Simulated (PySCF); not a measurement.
Job file and geometry (Å, from PBE0-D3(BJ)/def2-SVP) of an NMR shielding run on SMILES ClBN, BClH3N, PySCF 2.14.0, density-fitted response routines, GIAO PBE0/pcSseg-1 NMR shielding, non-relativistic, gas phase; density fitting, a coarse starting grid and PySCF grid level 2 are the driver's defaults:

```
{"job": {"kind": "nmr", "xc": "PBE0", "basis": "pcSseg-1"}, "charge": 0, "multiplicity": 1}
N      0.119444    -0.487227    -0.731082
B      1.482113    -0.234549    -0.710013
Cl     2.627077    -1.569825    -0.928277
H     -0.567151     0.244763    -0.608306
H     -0.268380    -1.412321    -0.867414
H      1.909591     0.879118    -0.544803
```

Question: Write the output of this run.

Answer: 
```
coarse grid: 5632 points
cycle   1  E = -541.3754632810  dE =  1.763e-01  |g| = 3.191e-01  |ddm| = 1.979e+00
cycle   2  E = -541.3727966126  dE =  2.667e-03  |g| = 3.656e-01  |ddm| = 5.057e-01
cycle   3  E = -541.3992950736  dE = -2.650e-02  |g| = 5.596e-02  |ddm| = 2.347e-01
cycle   4  E = -541.4000615874  dE = -7.665e-04  |g| = 1.610e-02  |ddm| = 6.055e-02
cycle   5  E = -541.4001097179  dE = -4.813e-05  |g| = 2.561e-03  |ddm| = 1.466e-02
cycle   6  E = -541.4001109163  dE = -1.198e-06  |g| = 1.119e-03  |ddm| = 3.178e-03
final grid: 50064 points
cycle   7  E = -541.4123703814  dE = -1.733e-05  |g| = 5.402e-03  |ddm| = 1.149e-02
cycle   8  E = -541.4123667034  dE =  3.678e-06  |g| = 6.728e-03  |ddm| = 7.032e-03
cycle   9  E = -541.4123755911  dE = -8.888e-06  |g| = 8.447e-04  |ddm| = 3.809e-03
cycle  10  E = -541.4123757384  dE = -1.474e-07  |g| = 1.156e-04  |ddm| = 7.638e-04
cycle  11  E = -541.4123757416  dE = -3.131e-09  |g| = 1.612e-05  |ddm| = 1.217e-04
cycle  12  E = -541.4123757416  dE = -6.025e-11  |g| = 4.845e-06  |ddm| = 1.669e-05
converged SCF energy = -541.4123757416

GIAO shielding tensors (ppm)
atom      isotropic    diamagn.    paramagn.     s11        s22        s33       span
  0 N      152.545     318.341    -165.797     52.322    199.375    205.937    153.614
  1 B       65.245     193.469    -128.224     32.526     58.410    104.801     72.275
  2 Cl     833.690    1147.231    -313.542    596.427    942.848    961.795    365.368
  3 H       27.198      31.561      -4.363     22.689     23.917     34.988     12.299
  4 H       27.333      30.247      -2.915     22.701     25.226     34.071     11.370
  5 H       26.238      28.315      -2.077     23.842     25.910     28.962      5.120
```

Size and cost of the density-fitted run: 73 basis functions, 2.8 s wall time on 1 thread of an Arm Neoverse V1, shared host.
